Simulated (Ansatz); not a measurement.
**BH4O (doublet): wave-function methods side by side at distance O1–H3 along a hydrogen transfer = 0.892 Å, cc-pVDZ**

Aim: climb from Hartree-Fock through coupled cluster and multireference methods for BH4O (doublet) at one geometry and basis, and see what each rung misses.

Computed with Ansatz 0.2.0, Gaussian basis. Level: cc-pVDZ, correlated electrons: outside noble gas.

Plan: UHF; CCSD(T) on ROHF; CCSD(T) on UHF; BCCD(T) on ROHF; CISD; CCSDT(Q) on ROHF; CCSDT(Q) on UHF; CASSCF and MRCISD+Q, 3 electrons in 3 orbitals; CASSCF and NEVPT2, 3 electrons in 3 orbitals.

### 1 The system

The geometry derives from fragments relaxed apart (PBE0/def2-TZVP) and kept rigid, so it is no stationary point. A hydrogen atom is moved between rigid fragments.

6 atoms, charge 0, spin multiplicity 2.

Atoms are counted from 1 here; the program's logs count them from 0.

Bond lengths: O1–H2 0.960 Å, O1–H3 0.892 Å, B4–H5 1.191 Å, B4–H6 1.191 Å. Angles: H2–O1–H3 105.1°, H5–B4–H6 129.4°.

In the tables R marks a restricted open-shell determinant and U an unrestricted one; 'pair' is the active space of 3 electrons in 3 orbitals; correlation energies count from the lowest restricted Hartree-Fock solution.

### 2 UHF

in.yaml reads:

```yaml
crystal:
  periodic: [false, false, false]
  atoms:
    - {symbol: O, position_ang: [-1.065301, -0.030281, 0.000000]}
    - {symbol: H, position_ang: [-1.314610, 0.896295, 0.000000]}
    - {symbol: H, position_ang: [-0.173301, -0.030281, 0.000000]}
    - {symbol: B, position_ang: [1.365699, -0.030281, 0.000000]}
    - {symbol: H, position_ang: [1.874773, -0.030281, 1.077008]}
    - {symbol: H, position_ang: [1.874772, -0.030281, -1.077009]}
basis:
  gaussian: {orbitals: cc-pVDZ}
magnetization: {spin_polarized: true, initial_magnetization: 1}
hamiltonian: {xc: hf}
output: {orbitals: {seedname: orbitals}}
```

The run is started by

```bash
$ ansatz run in.yaml --threads 1 --pin off --events-out ev --progress --plain --max-ram 2393MiB
```

Further steps of the session: CCSD(T) on ROHF; CCSD(T) on UHF; BCCD(T) on ROHF; CISD; CCSDT(Q) on ROHF; CCSDT(Q) on UHF; CASSCF and MRCISD+Q, 3 electrons in 3 orbitals; CASSCF and NEVPT2, 3 electrons in 3 orbitals.

**Question.** What will the summary of the whole plan be? Wanted: correlation energy, UCCSDT(Q); RMP2 from UCCSDT(Q); UMP2 from UCCSDT(Q); RCCSD from UCCSDT(Q); RCCSD(T) from UCCSDT(Q); UCCSD(T) from UCCSDT(Q); RCCSDT(Q) from UCCSDT(Q); NEVPT2 pair from UCCSDT(Q); MRCISD+Q pair from UCCSDT(Q).

The runs gave:

| quantity | value |
| --- | --- |
| correlation energy, UCCSDT(Q) | -8.5679 eV |
| RMP2 from UCCSDT(Q) | +21.98 kcal/mol |
| UMP2 from UCCSDT(Q) | +22.07 kcal/mol |
| RCCSD from UCCSDT(Q) | +4.08 kcal/mol |
| RCCSD(T) from UCCSDT(Q) | +0.72 kcal/mol |
| UCCSD(T) from UCCSDT(Q) | +0.72 kcal/mol |
| RCCSDT(Q) from UCCSDT(Q) | +0.02 kcal/mol |
| NEVPT2 pair from UCCSDT(Q) | +22.13 kcal/mol |
| MRCISD+Q pair from UCCSDT(Q) | +1.96 kcal/mol |
| levels of the table within 1 kcal/mol (43 meV) | RCCSD(T), UCCSD(T), BCCD(T), RCCSDT, UCCSDT, RCCSDT(Q) |
| T1 diagnostic | 0.015 |

In words: RCCSD(T) misses by +0.72 kcal/mol, 0.4 % of the correlation energy. Of the multireference levels listed MRCISD+Q pair comes nearest in total energy (+1.96 kcal/mol), which doesn't show that its space is the better one. These misses are within one basis, not against nature; the frozen cores of restricted and unrestricted runs differ, which can shift their rows.
